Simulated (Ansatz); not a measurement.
Correlation energies of CH3Na, SMILES `[CH3][Na]` by basis set

```xyz
5

C    -0.203    0.074    0.074
Na    1.841   -0.675   -0.669
H    -0.110    1.070    0.519
H    -0.917    0.134   -0.755
H    -0.611   -0.604    0.831
```

The species carries charge 0 and has multiplicity 1. Correlated methods include outer-core shells of Na, which these sets cover unevenly. The geometry is a stationary point of PBE0-D4/def2-TZVP. Frozen core, restricted reference, the Gaussian-basis code of Ansatz. CBS rows extrapolate triple and quadruple zeta. For Na the program correlates outer-core shells too, which these sets cover unevenly, so the extrapolated numbers aren't a true limit.

```json
{"basis": "def2-SVP", "HF (Eh)": "-201.32707", "MP2 corr.": "-0.16883"}
{"basis": "def2-TZVPP", "HF (Eh)": "-201.43174", "MP2 corr.": "-0.37289"}
{"basis": "def2-QZVPP", "HF (Eh)": "-201.44074", "MP2 corr.": "-0.41034"}
```

Estimate the CCSD correlation energy and the (T) correction in each basis where they were run (hartree).


```json
{"basis": "def2-SVP", "CCSD corr.": "-0.18765", "(T)": "-0.00536"}
{"basis": "def2-TZVPP", "CCSD corr.": "-0.39304", "(T)": "-0.01092"}
{"basis": "def2-QZVPP", "CCSD corr.": "-0.42985", "(T)": "-0.01257"}
{"basis": "CBS(def2)", "CCSD corr.": "-0.45712", "(T)": "-0.01380"}
```
